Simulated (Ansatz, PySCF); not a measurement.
System: C$_{3}$H$_{8}$O, net charge 0, singlet state. SMILES: O(C)CC
Geometry from a B3LYP-D3(BJ)/def2-TZVP (Ansatz, a first-principles code) optimisation:
```xyz
12

O      0.0190    -0.7104     0.0050
C     -0.0077     0.7049    -0.0051
C      1.3270    -1.2336    -0.0063
C     -1.4489     1.1652     0.0082
H      0.5319     1.0935     0.8711
H      0.5114     1.0804    -0.8992
H      1.2451    -2.3195     0.0026
H      1.8764    -0.9239    -0.9054
H      1.8970    -0.9108     0.8751
H     -1.9791     0.7881    -0.8672
H     -1.9585     0.8011     0.9012
H     -1.4989     2.2556     0.0008
```
Charge 0, spin multiplicity 1.


Quantity: enthalpy of formation at 298 K (from the atomisation energy, B3LYP-D3(BJ)/def2-TZVP harmonic zero-point and thermal terms from PySCF, and the atoms' enthalpies of formation in the G2/97 table; no spin-orbit terms, and no core term in the frozen-core levels), in kcal/mol. Correlated levels leave the core frozen unless marked. Open shells are spin-unrestricted. No spin-orbit coupling. No relativistic terms. The coupled-cluster limit lacks core correlation, which all-electron functionals hold. CBS marks a two-point X^-3 extrapolation of the correlation energy; Hartree-Fock from the larger set. The bracket is a focal-point correction in the basis named.

Measured: -51.7 kcal/mol (G2/97 table in ASE (Curtiss et al.)); it holds spin-orbit and relativistic effects, and any other conformers, which these rows lack, and core correlation, which the frozen-core levels lack. This is an older compilation, not checked against later work.

```
level                                                     program  enthalpy of formation at 298 K (kcal/mol)  error against measurement
-------------------------------------------------  --------------  -----------------------------------------  -------------------------
HF/6-31G                                                   Ansatz                                      279.3                      331.0
PBE-D4/def2-TZVPD                                  Ansatz + dftd4                                      -70.1                      -18.4
r2SCAN-D3(BJ)/def2-TZVPD                           Ansatz + dftd3                                      -51.6                        0.1
r2SCAN-D4/def2-TZVPD                               Ansatz + dftd4                                      -51.4                        0.3
PBE0/def2-SVP                                              Ansatz                                      -59.7                       -8.0
PBE0-D3(BJ)/def2-TZVP                              Ansatz + dftd3                                      -53.6                       -1.9
BHLYP-D4/def2-TZVPD                                Ansatz + dftd4                                      -22.6                       29.1
BHLYP/def2-TZVPD                                           Ansatz                                      -18.6                       33.1
r2SCANh/def2-TZVPD                                         Ansatz                                      -45.1                        6.6
r2SCAN0-D4/def2-TZVPD                              Ansatz + dftd4                                      -38.4                       13.3
M06-2X/def2-TZVPD                                           PySCF                                      -51.0                        0.7
HSE06-D3(BJ)/def2-TZVPD                            Ansatz + dftd3                                      -53.9                       -2.2
CAM-B3LYP-D3(BJ)/def2-TZVPD                        Ansatz + dftd3                                      -56.5                       -4.8
LC-wPBE-D4/def2-TZVPD                              Ansatz + dftd4                                      -52.2                       -0.5
B2PLYP-D3(BJ)/def2-TZVPD                           Ansatz + dftd3                                      -40.5                       11.2
MP2/6-31G                                                  Ansatz                                      106.7                      158.4
RI-MP2/cc-pVQZ                                             Ansatz                                      -52.0                       -0.3
SCS-MP2/aug-cc-pVDZ                                        Ansatz                                        8.2                       59.9
CCSD/cc-pVTZ                                               Ansatz                                      -14.0                       37.7
RI-MP2/CBS(cc-pVTZ,cc-pVQZ)+[CCSD(T)-MP2]/cc-pVDZ          Ansatz                                      -54.5                       -2.8
RI-MP2/CBS(cc-pVTZ,cc-pVQZ)+[CCSD(T)-MP2]/cc-pVTZ          Ansatz                                      -52.3                       -0.6
```
